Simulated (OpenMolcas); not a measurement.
# A workflow on OH (SMILES [OH])

Aim: a single-point energy (UHF/3-21G), then the energy (CASSCF(3,3)/3-21G), then a single-point energy (CASPT2(3,3)/3-21G), then the energy (SC-NEVPT2(3,3)/3-21G), then the energy (MRCI(3,3)/3-21G) of OH. 

Program for the calculation: OpenMolcas 26.06.

### Step 1. The structure to begin with

OH has 2 atoms, charge 0, and is taken as a doublet. SMILES: `[OH]`. The O1–H2 distance was set to 1.703 Å, away from the relaxed value.

### Step 2. The energy at UHF/3-21G (run 1)

File step1.inp:

```
>>> EXPORT MOLCAS_PRINT=2

&GATEWAY
 BasLib
 $CurrDir
 Coord
 2
 angstrom
 O        1.039722      -0.332882       0.536386
 H       -0.415880       0.133150      -0.214550
 Basis
 3-21G
 Group
 NoSym

&SEWARD

&SCF
 UHF
 Spin
 2
 Scramble
 0.25
 PrOrbitals
 1 1
```

The basis set 3-21G is read from a file made from the Basis Set Exchange's data (not shown).

Started as:

```console
$ export MOLCAS_MEM=1860
$ pymolcas step1.inp > step1.log
```

Log:

```text
--- Start Module: gateway ---
[...]
--- Stop Module: gateway /rc=_RC_ALL_IS_WELL_ ---
--- Start Module: seward ---
[...]
      Basis functions           11
--- Stop Module: seward /rc=_RC_ALL_IS_WELL_ ---
--- Start Module: scf ---
[...]
       Convergence after  33 Iterations
[...]
::    Total SCF energy                                -74.8609643968
[...]
      Total spin, S                                     0.8077286463
[...]
      Total electronic charge=    9.000000
      Total            charge=   -0.000000
[...]
      Dipole Moment (debye):
      Origin of the operator (angstrom)=    0.9534   -0.3053    0.4919
                   X= -4.1151E-01               Y=  1.3178E-01               Z= -2.1225E-01           Total=  4.8141E-01
      Quadrupole Moment (debye*angstrom):
[...]
--- Stop Module: scf /rc=_RC_ALL_IS_WELL_ ---
[...]
```

Run time: 2.1 s. Hardware: 1 thread of Arm Neoverse V1, shared host; peak memory 0.37 GiB.

### Step 3. The energy at CASSCF(3,3)/3-21G (run 2)

File step2.input:

```
* HO CASSCF
&GATEWAY
BasLib
$CurrDir
Coord
2
angstrom
O        1.039722      -0.332882       0.536386
H       -0.415880       0.133150      -0.214550
Basis
3-21G
Group
NoSym
&SEWARD
&RASSCF
FileOrb
$CurrDir/step1.UnaOrb
Spin
2
Nactel
3 0 0
Inactive
3
Ras2
3
OrbListing
Nothing
```

The basis set 3-21G is read from a file made from the Basis Set Exchange's data (not shown).

Started as:

```console
$ export MOLCAS_MEM=1860
$ pymolcas step2.input > step2.log
```

Log:

```text
--- Start Module: gateway ---
[...]
--- Stop Module: gateway /rc=_RC_ALL_IS_WELL_ ---
--- Start Module: seward ---
[...]
      Basis functions           11
--- Stop Module: seward /rc=_RC_ALL_IS_WELL_ ---
--- Start Module: rasscf ---
[...]
      Number of active orbitals                  3
[...]
      Spin quantum number                      0.5
[...]
      Active orbitals                            3
[...]
      Number of CSFs                             8
[...]
      Number of root(s) required                 1
[...]
      Convergence after  9 iterations
[...]
      printout of CI-coefficients larger than  0.05 for root  1
      energy=     -74.919341
      conf/sym  111     Coeff  Weight
             1  2u0  -0.90250 0.81451
             4  udu   0.19663 0.03866
             6  uud   0.11353 0.01289
             8  0u2  -0.36597 0.13394
      Natural orbitals and occupation numbers for root  1
      sym 1:   1.680572   1.000000   0.319428
      ************************************************************************************************************************
      *                                                    Final results                                                     *
[...]
::    RASSCF root number  1 Total energy:    -74.91934150
[...]
      Total electronic charge=    9.000000
      Total            charge=   -0.000000
[...]
      Dipole Moment (debye):
      Origin of the operator (angstrom)=    0.9534   -0.3053    0.4919
                   X= -5.3428E-01               Y=  1.7106E-01               Z= -2.7563E-01           Total=  6.2505E-01
      Quadrupole Moment (debye*angstrom):
[...]
--- Stop Module: rasscf /rc=_RC_ALL_IS_WELL_ ---
[...]
```

Run time: 1.8 s. Hardware: 1 thread of Arm Neoverse V1, shared host; peak memory 0.37 GiB.

### Step 4. A single-point energy at CASPT2(3,3)/3-21G (run 3)

File step3.inp:

```
* HO CASPT2
&GATEWAY
BasLib=$CurrDir
Coord
2
angstrom
O        1.039722      -0.332882       0.536386
H       -0.415880       0.133150      -0.214550
Basis=3-21G
Group=NoSym
&SEWARD
&RASSCF
FileOrb=$CurrDir/step2.RasOrb
Spin=2
Nactel=3 0 0
Inactive=3
Ras2=3
OrbListing=Nothing
&CASPT2
Imaginary=0.1
Frozen=1
```

The basis set 3-21G is read from a file made from the Basis Set Exchange's data (not shown).

Started as:

```console
$ export MOLCAS_MEM=1860
$ pymolcas step3.inp > step3.log
```

Log:

```text
--- Start Module: gateway ---
[...]
--- Stop Module: gateway /rc=_RC_ALL_IS_WELL_ ---
[...]
      Basis functions           11
[...]
--- Start Module: rasscf ---
[...]
      Number of active orbitals                  3
[...]
      Spin quantum number                      0.5
[...]
      Active orbitals                            3
[...]
      Number of CSFs                             8
[...]
      Number of root(s) required                 1
[...]
      Convergence after  4 iterations
[...]
      printout of CI-coefficients larger than  0.05 for root  1
      energy=     -74.919341
      conf/sym  111     Coeff  Weight
             1  2u0  -0.90250 0.81451
             4  udu   0.19663 0.03866
             6  uud   0.11353 0.01289
             8  0u2  -0.36597 0.13394
      Natural orbitals and occupation numbers for root  1
      sym 1:   1.680573   1.000000   0.319427
      ************************************************************************************************************************
      *                                                    Final results                                                     *
[...]
::    RASSCF root number  1 Total energy:    -74.91934150
[...]
      Total electronic charge=    9.000000
      Total            charge=   -0.000000
[...]
      Dipole Moment (debye):
      Origin of the operator (angstrom)=    0.9534   -0.3053    0.4919
                   X= -5.3428E-01               Y=  1.7106E-01               Z= -2.7563E-01           Total=  6.2505E-01
      Quadrupole Moment (debye*angstrom):
[...]
--- Stop Module: rasscf /rc=_RC_ALL_IS_WELL_ ---
--- Start Module: caspt2 ---
[...]
      E2 (Variational):          -0.0579948325
      Total energy:             -74.9773363319
[...]
      Reference weight:           0.98738
[...]
::    CASPT2 Root  1     Total energy:    -74.97733633
[...]
```

It took 1.8 s on 1 thread of Arm Neoverse V1, shared host; peak memory 0.37 GiB.

### Step 5. The energy at SC-NEVPT2(3,3)/3-21G (run 4)

File step4.inp:

```
&GATEWAY
  BasLib = $CurrDir
  Coord
  2
  angstrom
  O        1.039722      -0.332882       0.536386
  H       -0.415880       0.133150      -0.214550
  Basis = 3-21G
  Group = NoSym

&SEWARD

&RASSCF
  FileOrb = $CurrDir/step2.RasOrb
  Spin = 2
  Nactel = 3 0 0
  Inactive = 3
  Ras2 = 3
  OrbListing = Nothing

&CASPT2
  SC-NEVPT2
  Frozen = 1
```

The basis set 3-21G is read from a file made from the Basis Set Exchange's data (not shown).

Started as:

```console
$ export MOLCAS_MEM=1860
$ pymolcas step4.inp > step4.log
```

Log:

```text
--- Start Module: gateway ---
[...]
--- Stop Module: gateway /rc=_RC_ALL_IS_WELL_ ---
[...]
      Basis functions           11
[...]
--- Start Module: rasscf ---
[...]
      Number of active orbitals                  3
[...]
      Spin quantum number                      0.5
[...]
      Active orbitals                            3
[...]
      Number of CSFs                             8
[...]
      Number of root(s) required                 1
[...]
      Convergence after  4 iterations
[...]
      printout of CI-coefficients larger than  0.05 for root  1
      energy=     -74.919341
      conf/sym  111     Coeff  Weight
             1  2u0  -0.90250 0.81451
             4  udu   0.19663 0.03866
             6  uud   0.11353 0.01289
             8  0u2  -0.36597 0.13394
      Natural orbitals and occupation numbers for root  1
      sym 1:   1.680573   1.000000   0.319427
      ************************************************************************************************************************
      *                                                    Final results                                                     *
[...]
::    RASSCF root number  1 Total energy:    -74.91934150
[...]
      Total electronic charge=    9.000000
      Total            charge=   -0.000000
[...]
      Dipole Moment (debye):
      Origin of the operator (angstrom)=    0.9534   -0.3053    0.4919
                   X= -5.3428E-01               Y=  1.7106E-01               Z= -2.7563E-01           Total=  6.2505E-01
      Quadrupole Moment (debye*angstrom):
[...]
--- Stop Module: rasscf /rc=_RC_ALL_IS_WELL_ ---
[...]
      E2 (Variational):          -0.0560262978
[...]
      E2 (Variational):          -0.0559426159
      Total energy:             -74.9752841153
[...]
      Reference weight:           0.98840
[...]
::    SC-NEVPT2 Root  1     Total energy:    -74.97528412
[...]
```

Run time: 1.7 s. Hardware: 1 thread of Arm Neoverse V1, shared host; peak memory 0.37 GiB.

### Step 6. The energy at MRCI(3,3)/3-21G (run 5)

File step5.input:

```
&gateway
 baslib=$CurrDir
 coord
 2
 angstrom
 O        1.039722      -0.332882       0.536386
 H       -0.415880       0.133150      -0.214550
 basis=3-21G
 group=NoSym

&seward

&rasscf
 fileorb=$CurrDir/step2.RasOrb
 spin=2
 nactel=3 0 0
 inactive=3
 ras2=3
 orblisting=Nothing

&motra
 lumorb
 frozen=1

&guga
 electrons=7
 spin=2
 inactive=2
 active=3
 ciall=1

&mrci
 sdci
```

The basis set 3-21G is read from a file made from the Basis Set Exchange's data (not shown).

Started as:

```console
$ export MOLCAS_MEM=1860
$ pymolcas step5.input > step5.log
```

Log:

```text
--- Start Module: gateway ---
[...]
      Basis functions           11
[...]
      Number of active orbitals                  3
[...]
      Spin quantum number                      0.5
[...]
      Active orbitals                            3
[...]
      Number of CSFs                             8
[...]
      Number of root(s) required                 1
[...]
      Convergence after  4 iterations
[...]
      printout of CI-coefficients larger than  0.05 for root  1
      energy=     -74.919341
      conf/sym  111     Coeff  Weight
             1  2u0  -0.90250 0.81451
             4  udu   0.19663 0.03866
             6  uud   0.11353 0.01289
             8  0u2  -0.36597 0.13394
      Natural orbitals and occupation numbers for root  1
      sym 1:   1.680573   1.000000   0.319427
      ************************************************************************************************************************
      *                                                    Final results                                                     *
[...]
::    RASSCF root number  1 Total energy:    -74.91934150
[...]
      Dipole Moment (debye):
      Origin of the operator (angstrom)=    0.9534   -0.3053    0.4919
                   X= -5.3428E-01               Y=  1.7106E-01               Z= -2.7563E-01           Total=  6.2505E-01
      Quadrupole Moment (debye*angstrom):
[...]
--- Start Module: guga ---
[...]
       (But an ACPF correction will be computed)
       USE THE DEFAULT ACPF G-VALUE GFAC=  0.28571428571428570
[...]
                      CI ENERGY:   -74.98160030
[...]
                ACPF CORRECTION:    -0.00066258
[...]
      Total electronic charge=    9.000000
      Total            charge=   -0.000000
[...]
     ACPF CORRECTION:     -0.00066258
[...]
  CI State   1     Total energy:    -74.98160030     QDav:     -0.00093157     QACPF:     -0.00066258
[...]
```

Wall time 1.9 s (1 thread of Arm Neoverse V1, shared host); peak memory 0.37 GiB.

### Step 7. Outcome

| quantity | value |
| --- | --- |
| run 1, UHF/3-21G: total energy | -74.86096 Eh |
| run 1, UHF/3-21G: dipole moment | 0.48 D |
| run 1, UHF/3-21G: HOMO energy (highest over α and β) | -13.59 eV |
| run 1, UHF/3-21G: LUMO energy (lowest over α and β) | 3.58 eV |
| run 1, UHF/3-21G: ⟨S²⟩ | 1.460 |
| run 2, CASSCF(3,3)/3-21G: total energy | -74.91934 Eh |
| run 2, CASSCF(3,3)/3-21G: dipole moment (CASSCF density) | 0.63 D |
| run 3, CASPT2(3,3)/3-21G: total energy | -74.97734 Eh |
| run 3, CASPT2(3,3)/3-21G: dipole moment (CASSCF density) | 0.63 D |
| run 4, SC-NEVPT2(3,3)/3-21G: total energy | -74.97528 Eh |
| run 4, SC-NEVPT2(3,3)/3-21G: dipole moment (CASSCF density) | 0.63 D |
| run 5, MRCI(3,3)/3-21G: total energy | -74.98160 Eh |
| run 5, MRCI(3,3)/3-21G: dipole moment (CASSCF density) | 0.63 D |

In words: ⟨S²⟩ (run 1, UHF/3-21G) is 1.46 where a pure doublet has 0.75: the reference is spin-contaminated. The run (run 1, UHF/3-21G) may have ended on a state above the lowest.
